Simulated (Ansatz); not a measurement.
Born–Oppenheimer molecular dynamics of CH4BS (7 atoms, charge 0, multiplicity 2). It starts from a relaxed structure.

These are results of UKS B3LYP-D4/def2-SVP (Ansatz 0.2.0), not measurements.

| Property | Result |
| --- | --- |
| ensemble | NVE (velocity Verlet) |
| time step | 0.5 fs |
| steps asked | 150 |
| starting velocities drawn for | 700 K |
| seed | 793676 |

First frame:

```xyz
7
Properties=species:S:1:pos:R:3
B -1.140 0.269 -0.930
C -0.046 -0.018 0.119
S 1.662 -0.041 -0.558
H -2.329 0.337 -0.747
H -0.298 -0.986 0.596
H -0.149 0.748 0.914
H 2.301 -0.309 0.607
```

(1) How far do the bonds stretch over the last three quarters of this one trajectory? (Pairs bonded in most of those frames.)

Answers

(1) 
```json
{"bond": "B1–C2", "mean (Å)": "1.539", "spread (Å)": "0.044", "shortest": "1.46", "longest": "1.62"}
{"bond": "B1–H4", "mean (Å)": "1.205", "spread (Å)": "0.005", "shortest": "1.19", "longest": "1.21"}
{"bond": "C2–S3", "mean (Å)": "1.842", "spread (Å)": "0.027", "shortest": "1.80", "longest": "1.88"}
{"bond": "C2–H5", "mean (Å)": "1.113", "spread (Å)": "0.017", "shortest": "1.08", "longest": "1.14"}
{"bond": "C2–H6", "mean (Å)": "1.107", "spread (Å)": "0.007", "shortest": "1.09", "longest": "1.12"}
{"bond": "S3–H7", "mean (Å)": "1.379", "spread (Å)": "0.073", "shortest": "1.26", "longest": "1.47"}
```

Mean temperature of the second half: 361 K. The conserved energy stayed within 0.37 meV per atom of its start (net change 0.26 meV per atom), so the integration is sound. The temperature averaged 0.52 of the 700 K drawn at the start: a run that starts near a minimum puts about half its kinetic energy into the potential. A run of 0.075 ps of so small a system gives no equilibrium averages.

Run time: 7.4 min on 1 CPU thread of a shared host.
